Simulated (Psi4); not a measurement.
# Two attempts at PF3 (SMILES FP(F)F)

Wanted: the vertical excitations of PF3, TDHF/cc-pwCVDZ (Cholesky decomposition, tdscf states 10, tdscf triplets only, triplets only).

Program for the calculation: Psi4 1.11.

## 1. The structure to begin with

The species is PF3 (4 atoms), meant as a singlet with charge 0. SMILES: `FP(F)F`. The coordinates come from a GFN2-xTB relaxation.

Bond lengths: P1–F2 1.597 Å, P1–F3 1.598 Å, P1–F4 1.598 Å. Angles: F2–P1–F3 94.0°, F2–P1–F4 93.9°, F3–P1–F4 94.0°.

## 2. The input as first written

The input, input.inp:

```
memory 1600 MB

molecule mol {
  0 1
  P     -0.00874943     0.00961871     1.21375219
  F      2.55039328    -0.05586030    -0.38389786
  F     -1.22546849     2.23034926    -0.43121660
  F     -1.31619425    -2.18410766    -0.39863773
  units au
  symmetry c1
}

set {
  basis cc-pwCVDZ
  reference rhf
  scf_type cd
  tdscf_states 10
  tdscf_tda false
  tdscf_triplets only
  maxiter 5
}

e = energy('td-scf')
print_variables()
```

On the command line:

```console
psi4 -i input.inp -o input.out -n 1
```

input.out:

```text
Psi4 1.11 release

   => Loading Basis Set <=

    Name: CC-PWCVDZ
    Role: ORBITAL
    Keyword: BASIS

         ---------------------------------------------------------
                                   SCF
                              RHF Reference
                        1 Threads,   1525 MiB Core
         ---------------------------------------------------------

  ==> Geometry <==

    Molecular point group: c1
    Full point group: C1

    Geometry (in Bohr), charge = 0, multiplicity = 1:

[... 73 lines left out ...]
                        Total Energy        Delta E     RMS |[F,P]|
[... 1 line left out ...]
   @RHF iter SAD:  -638.38079903473374   -6.38381e+02   0.00000e+00
   @RHF iter   1:  -639.07111498644053   -6.90316e-01   5.88692e-03 ADIIS/DIIS
   @RHF iter   2:  -639.12835415618713   -5.72392e-02   3.48572e-03 ADIIS/DIIS
   @RHF iter   3:  -639.14986551840445   -2.15114e-02   4.03339e-04 ADIIS/DIIS
   @RHF iter   4:  -639.15032348114801   -4.57963e-04   8.93662e-05 DIIS
   @RHF iter   5:  -639.15037417760345   -5.06965e-05   2.17648e-05 DIIS
[... 1 line left out ...]
PsiException: Could not converge SCF iterations in 5 iterations.

  Failed to converge.

psi4.driver.p4util.exceptions.SCFConvergenceError: Could not converge SCF iterations in 5 iterations.

Printing out the relevant lines from the Psithon --> Python processed input file:
    core.set_global_option("SCF_TYPE", "cd")
    core.set_global_option("TDSCF_STATES", 10)
    core.set_global_option("TDSCF_TDA", "false")
    core.set_global_option("TDSCF_TRIPLETS", "only")
    core.set_global_option("MAXITER", 5)
--> e = energy('td-scf')
    print_variables()

!-----------------------------------------------------!
!                                                     !
!  Could not converge SCF iterations in 5 iterations. !
!                                                     !
!-----------------------------------------------------!

    Psi4 run time: 0:00:02.27
```

Wall time 3.3 s (1 thread of INTEL XEON PLATINUM 8581C at 2.30GHz (Emerald Rapids), shared host); peak memory 0.33 GiB.

## 3. Reading the log

No converged result was reached.

The telling line is `Could not converge SCF iterations in 5 iterations.`. The fault: the iteration cap is too low for convergence. To mend it: iteration cap at its default in place of 5.

## 4. Second attempt

The input, job.inp:

```
memory 1600 mb

molecule geom {
  0 1
  P     -0.00874943     0.00961871     1.21375219
  F      2.55039328    -0.05586030    -0.38389786
  F     -1.22546849     2.23034926    -0.43121660
  F     -1.31619425    -2.18410766    -0.39863773
  units bohr
  symmetry c1
}

set globals {
  basis          cc-pwCVDZ
  reference      rhf
  scf_type       cd
  tdscf_states   10
  tdscf_tda      false
  tdscf_triplets only
}

energy("td-hf")
print_variables()
```

On the command line:

```console
psi4 -n 1 job.inp job.out
```

job.out:

```text
[...]
  Running in c1 symmetry.
[...]
  Nuclear repulsion =  189.190298270883147
[...]
  Multiplicity = 1
[...]
  Nalpha       = 21
  Nbeta        = 21
[...]
    Number of basis functions: 81
[...]
   @RHF iter   1:  -639.07111498644053   -6.90316e-01   5.88692e-03 DIIS/ADIIS
[...]
   @RHF iter   7:  -639.15037876838278   -2.44991e-07   9.87796e-07 DIIS
[...]
    Orbital Energies [Eh]
    ---------------------
    Doubly Occupied:
       1A    -80.150511     2A    -26.334897     3A    -26.334544
       4A    -26.334394     5A     -7.674223     6A     -5.567237
       7A     -5.567222     8A     -5.564677     9A     -1.681745
      10A     -1.623726    11A     -1.623276    12A     -0.915551
      13A     -0.773655    14A     -0.773565    15A     -0.756379
      16A     -0.706776    17A     -0.706691    18A     -0.658013
      19A     -0.657812    20A     -0.648260    21A     -0.485064
[...]
  @RHF Final Energy:  -639.15037876838278
   => Energetics <=
    Nuclear Repulsion Energy =            189.1902982708831473
    One-Electron Energy =               -1265.6048224567853140
    Two-Electron Energy =                 437.2641454175193871
    Total Energy =                       -639.1503787683827795
[...]
 Multipole Moments:
 ------------------------------------------------------------------------------------
     Multipole            Electronic (a.u.)      Nuclear  (a.u.)        Total (a.u.)
 ------------------------------------------------------------------------------------
 L = 1.  Multiply by 2.5417464519 to convert [e a0] to [Debye]
 Dipole X            :         -0.0017090           -0.0024701           -0.0041792
 Dipole Y            :          0.0048809            0.0027170            0.0075979
 Dipole Z            :          0.5373544            0.3428508            0.8802053
 Magnitude           :                                                    0.8802480
[...]
**********                               WARNING                                **********
**********       The names of excited state variables changed between 1.5       **********
[...]
**********                               WARNING                                **********
**********  Length-gauge rotatory strengths are **NOT** gauge-origin invariant  **********
[...]
                                    Excitation Energy         Total Energy        Oscillator Strength             Rotatory Strength
[...]
Excited State    1 (3 A):   0.19077 au   238.84 nm f = 0.0000
[...]
Excited State    7 (3 A):   0.46131 au   98.77 nm f = 0.0000
[...]
Excited State    8 (3 A):   0.46320 au   98.37 nm f = 0.0000
[...]
Excited State    9 (3 A):   0.46354 au   98.29 nm f = 0.0000
[...]
Excited State   10 (3 A):   0.49285 au   92.45 nm f = 0.0000
[...]
**********                               WARNING                                **********
**********       The names of excited state variables changed between 1.5       **********
[...]
```

It took 5.4 s on 1 thread of INTEL XEON PLATINUM 8581C at 2.30GHz (Emerald Rapids), shared host; peak memory 0.36 GiB.

The roots found:

```
excited state  energy (eV)  strength  label
            1        5.191    0.0000    A 3
            2        5.195    0.0000    A 3
            3       11.632    0.0000    A 3
            4       12.234    0.0000    A 3
            5       12.242    0.0000    A 3
            6       12.465    0.0000    A 3
            7       12.553    0.0000    A 3
            8       12.604    0.0000    A 3
            9       12.614    0.0000    A 3
           10       13.411    0.0000    A 3
```

## 5. Summary of results

At TDHF/cc-pwCVDZ (Cholesky decomposition, tdscf states 10, tdscf triplets only, triplets only):

```
                             quantity          value
    ground-state or mean-field energy  -639.15038 Eh
 dipole moment (Hartree–Fock density)         2.24 D
  HOMO energy (Hartree–Fock orbitals)      -13.20 eV
  LUMO energy (Hartree–Fock orbitals)        3.46 eV
HOMO–LUMO gap (Hartree–Fock orbitals)       16.66 eV
             lowest excitation energy        5.19 eV
```
